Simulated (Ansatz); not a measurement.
# One shape, several levels: SiH3Cl (chlorosilane)

Wanted: a comparison of 6 runs (HF/3-21G, HF/def2-SVP, BLYP/def2-SVP, PBE/def2-SVP, PBE0/def2-SVP, CASSCF(10,10)/6-311+G**) of SiH3Cl (chlorosilane). 

The calculation is run with Ansatz 0.2.0.

3 further runs of the same task are left out: 3 set aside as unsound or not needed.

## (1) The structure to begin with

SiH3Cl has 5 atoms, charge 0, and is taken as a singlet. SMILES: `[SiH3]Cl`. The shape is that of a PBE0-D4/def2-TZVP optimisation.

Bond lengths: Si1–Cl2 2.054 Å, Si1–H3 1.481 Å, Si1–H4 1.481 Å, Si1–H5 1.481 Å. Angles: Cl2–Si1–H3 108.5°, Cl2–Si1–H4 108.5°, Cl2–Si1–H5 108.5°, H3–Si1–H4 110.4°, H3–Si1–H5 110.4°, H4–Si1–H5 110.4°.

## (2) Energy and forces at HF/3-21G (run 1)

The input, run.yaml:

```yaml
crystal:
  periodic: [false, false, false]
  atoms:
    - {symbol: Si, position_ang: [-0.112000, 0.018600, -0.030900]}
    - {symbol: Cl, position_ang: [1.838300, -0.513500, 0.329900]}
    - {symbol: H, position_ang: [-0.950900, -0.488300, 1.079100]}
    - {symbol: H, position_ang: [-0.534700, -0.585700, -1.314900]}
    - {symbol: H, position_ang: [-0.190800, 1.495400, -0.104700]}
basis:
  gaussian: {orbitals: 3-21G.json}
magnetization: {spin_polarized: false}
hamiltonian: {xc: hf}
accuracy: high
output: {forces: true, orbitals: {seedname: orbitals}}
```

The basis set 3-21G is read from a file made from the Basis Set Exchange's data (not shown).

Started as:

```bash
ansatz run run.yaml --threads 1 --pin off --max-ram 2610MiB --events-out events.jsonl --progress --plain --runs-dir runs
```

The program printed:

```text
Warning: RAYON_NUM_THREADS=1 ignored (pool sized by the plan → 1); use --threads N
Functional definition: HF
  name "HF"
  exchange = exact_x
  correlation = 0
674 factors; integrals over basis functions are off by at most 3.4e-9 eV
mean field evaluation 1: about -20311.4486 eV, gradient 1.1e1 eV
mean field evaluation 2: about -20311.4501 eV, gradient 1.1e1 eV
mean field evaluation 4: about -20311.9967 eV, gradient 7.7e-1 eV
mean field evaluation 8: about -20311.9994 eV, gradient 2.0e-7 eV
mean field -20311.99937897 eV, -746.4522092096 hartree, gradient 2.1e-8 eV, S^2 0.000000; 0 other end points of the search recorded, 0 dependent functions left out
the calculation of the forces begins
reference -20311.99937897 eV, -746.4522092096 hartree; 17, 17 occupied and 15, 15 virtual orbitals, 674 factors
Total energy: -20311.99937897 eV, -746.4522092096 hartree
Atom 0 at    -0.112000     0.018600    -0.030900 Å, force    -2.381636     0.649149    -0.438795 eV/Å
Atom 1 at     1.838300    -0.513500     0.329900 Å, force     2.313674    -0.631140     0.427858 eV/Å
Atom 2 at    -0.950900    -0.488300     1.079100 Å, force     0.042335     0.025355    -0.055479 eV/Å
Atom 3 at    -0.534700    -0.585700    -1.314900 Å, force     0.021215     0.029381     0.062692 eV/Å
Atom 4 at    -0.190800     1.495400    -0.104700 Å, force     0.004412    -0.072745     0.003723 eV/Å
Dipole moment:    -0.549179     0.149861    -0.101647 e Å
```

Run time: 0.28 s. Hardware: 1 thread of Intel Xeon 6975P-C (Granite Rapids), shared host.

## (3) Energy and forces at HF/def2-SVP (run 2)

The input, molecule.yaml:

```yaml
crystal:
  periodic: [false, false, false]
  atoms:
    - {symbol: Si, position_ang: [-0.112000, 0.018600, -0.030900]}
    - {symbol: Cl, position_ang: [1.838300, -0.513500, 0.329900]}
    - {symbol: H, position_ang: [-0.950900, -0.488300, 1.079100]}
    - {symbol: H, position_ang: [-0.534700, -0.585700, -1.314900]}
    - {symbol: H, position_ang: [-0.190800, 1.495400, -0.104700]}
basis:
  gaussian: {orbitals: def2-SVP}
hamiltonian: {xc: hf}
output: {forces: true, orbitals: {seedname: orbitals}}
accuracy: high
```

Started as:

```bash
ansatz run molecule.yaml --threads 1 --pin off --max-ram 2610MiB --events-out events.jsonl --progress --plain --runs-dir runs
```

The program printed, cut to the lines that bear on the results:

```text
Warning: RAYON_NUM_THREADS=1 ignored (pool sized by the plan → 1); use --threads N
Functional definition: HF
  name "HF"
[...]
1013 factors; integrals over basis functions are off by at most 3.7e-9 eV
[...]
mean field -20408.07711516 eV, -749.9830008908 hartree, gradient 3.3e-8 eV, S^2 0.000000; 0 other end points of the search recorded, 0 dependent functions left out
[...]
reference -20408.07711516 eV, -749.9830008908 hartree; 17, 17 occupied and 34, 34 virtual orbitals, 1013 factors
Total energy: -20408.07711516 eV, -749.9830008908 hartree
Atom 0 at    -0.112000     0.018600    -0.030900 Å, force    -0.428175     0.116155    -0.077355 eV/Å
Atom 1 at     1.838300    -0.513500     0.329900 Å, force     0.396928    -0.108190     0.073263 eV/Å
Atom 2 at    -0.950900    -0.488300     1.079100 Å, force     0.049271     0.059434    -0.116047 eV/Å
Atom 3 at    -0.534700    -0.585700    -1.314900 Å, force     0.007792     0.068223     0.119127 eV/Å
Atom 4 at    -0.190800     1.495400    -0.104700 Å, force    -0.025816    -0.135622     0.001012 eV/Å
Dipole moment:    -0.310043     0.084617    -0.057406 e Å
```

It took 0.54 s on 1 thread of Intel Xeon 6975P-C (Granite Rapids), shared host.

Runs 3 to 5 aren't shown in full; the table further down has their settings and results.

## (4) Energy and forces at CASSCF(10,10)/6-311+G(d,p) (density fitting with def2-universal-jkfit) (run 6)

The input, input.yaml:

```yaml
crystal:
  periodic: [false, false, false]
  atoms:
    - {symbol: Si, position_ang: [-0.112000, 0.018600, -0.030900]}
    - {symbol: Cl, position_ang: [1.838300, -0.513500, 0.329900]}
    - {symbol: H, position_ang: [-0.950900, -0.488300, 1.079100]}
    - {symbol: H, position_ang: [-0.534700, -0.585700, -1.314900]}
    - {symbol: H, position_ang: [-0.190800, 1.495400, -0.104700]}
basis:
  gaussian:
    orbitals: 6-311+G_st__st_-spherical.json
    fitting:
      mean_field: def2-universal-jkfit
correlation:
  active_space:
    window: {electrons: 10, orbitals: 10}
    shells: [{species: Cl, l: p, shell: 3}]
output:
  forces: true
```

The basis set 6-311+G** is read from a file made from the Basis Set Exchange's data (not shown).

Started as:

```bash
ansatz run input.yaml --threads 1 --pin off --max-ram 2610MiB --events-out events.jsonl --progress --plain --runs-dir runs
```

The program printed, cut to the lines that bear on the results:

```text
Warning: RAYON_NUM_THREADS=1 ignored (pool sized by the plan → 1); use --threads N
Functional definition: HF
  name "HF"
[...]
310 factors; integrals over basis functions are off by at most 6.2e-1 eV
[...]
mean field -20414.93465722 eV, -750.2350109131 hartree, gradient 2.3e-6 eV, S^2 0.000000; 0 other end points of the search recorded, 0 dependent functions left out
reference -20414.93465722 eV, -750.2350109131 hartree; 17, 17 occupied and 61, 61 virtual orbitals, 310 factors
state -20417.40559606 eV, -750.3258162405 hartree
[...]
Total energy: -20417.40559606 eV, -750.3258162405 hartree
Atom 0 at    -0.112000     0.018600    -0.030900 Å, force    -0.113205     0.030216    -0.019092 eV/Å
Atom 1 at     1.838300    -0.513500     0.329900 Å, force    -0.145788     0.039878    -0.027138 eV/Å
Atom 2 at    -0.950900    -0.488300     1.079100 Å, force     0.146960     0.073651    -0.168252 eV/Å
Atom 3 at    -0.534700    -0.585700    -1.314900 Å, force     0.082376     0.087862     0.199921 eV/Å
Atom 4 at    -0.190800     1.495400    -0.104700 Å, force     0.029658    -0.231607     0.014561 eV/Å
Dipole moment:    -0.345560     0.094307    -0.063977 e Å
Checks for a lower state left out: starts, orbital_swaps
```

Wall time 8.1 s (1 thread of Intel Xeon 6975P-C (Granite Rapids), shared host); peak memory 0.24 GiB.

## (5) All runs side by side

```csv
run,level,accuracy,active shells,energy (Eh),dipole moment (D),HOMO energy (eV),LUMO energy (eV),wall time
1,HF/3-21G,high,–,-746.452209,2.78,-12.30,3.00,0.28 s
2,HF/def2-SVP,high,–,-749.983001,1.57,-12.21,3.87,0.54 s
3,BLYP/def2-SVP,high,–,-751.270087,1.14,-7.22,-0.37,1.4 s
4,PBE/def2-SVP,high,–,-750.939625,1.22,-7.44,-0.59,1.4 s
5,PBE0/def2-SVP,high,–,-751.013594,1.37,-8.87,0.32,1.7 s
6,"CASSCF(10,10)/6-311+G** (density fitting with def2-universal-jkfit)",medium,Cl3p,-750.325816,1.75,–,–,8.1 s
```

## (6) What came out

| quantity | value |
| --- | --- |
| run 6: total energy | -750.32582 Eh |
| run 6: dipole moment (correlated density) | 1.75 D |
| run 6: largest force on an atom | 0.235 eV/Å |

The dipole moment (its size) runs from 1.14 D (BLYP/def2-SVP) to 2.78 D (HF/3-21G). The two ends differ in method and basis. Over runs 1, 2, 3, 4, 5 the HOMO–LUMO gap runs from 6.85 eV (PBE/def2-SVP) to 16.08 eV (HF/def2-SVP). Exact exchange widens orbital gaps. Totals of different functionals can't be ranked against each other. All runs together took 13 s, the longest 8.1 s.
